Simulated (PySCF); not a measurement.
Mapped SMILES: `[CH3:1][CH2:2][CH:3]=[C:4]([F:5])[F:6]` (H(Xn): hydrogen on atom n).

Geometry: PBE0-D3(BJ)/def2-SVP; GIAO shifts from PySCF, gas phase, non-relativistic, averaged over equivalent atoms.

At BLYP/pcSseg-2 (300 basis functions, 56 s wall time on 1 thread of an Arm Neoverse V1, shared host):
```csv
atoms,δ (ppm)
C4,172.5
C3,85.6
C2,23.8
C1,18.2
F6,-104.2
F5,-108.1
H(C3),4.08
H(C2),2.18
H(C1),1.02
```

Scale: TMS for ¹³C (σ = 175.01 ppm) and ¹H (σ = 31.38 ppm); CFCl3 for ¹⁹F (σ = 143.13 ppm) (reference shieldings calculated alike).

**Question.** Predict the values at wB97X-D/pcSseg-2 on the same geometry.

**Answer.** 
```csv
atoms,δ at wB97X-D/pcSseg-2,change
C4,171.1,-1.4
C3,88.0,+2.4
C2,20.2,-3.6
C1,17.3,-0.9
F6,-84.8,+19.4
F5,-87.7,+20.4
H(C3),4.19,+0.11
H(C2),2.04,-0.14
H(C1),0.98,-0.04
```

References, each an isolated molecule treated in the same way: ¹³C (σref 184.42), ¹H (σref 31.36) against TMS; CFCl3 for ¹⁹F (σref 186.42).

The largest change is at F5 (vinylic fluorine). Cost: 300 basis functions, 56 s wall time on 1 thread of an Arm Neoverse V1, shared host. The order of the carbon signals is the same at both levels.

Unscaled 19F shifts against computed CFCl3 carry errors that often reach 10 to 50 ppm.
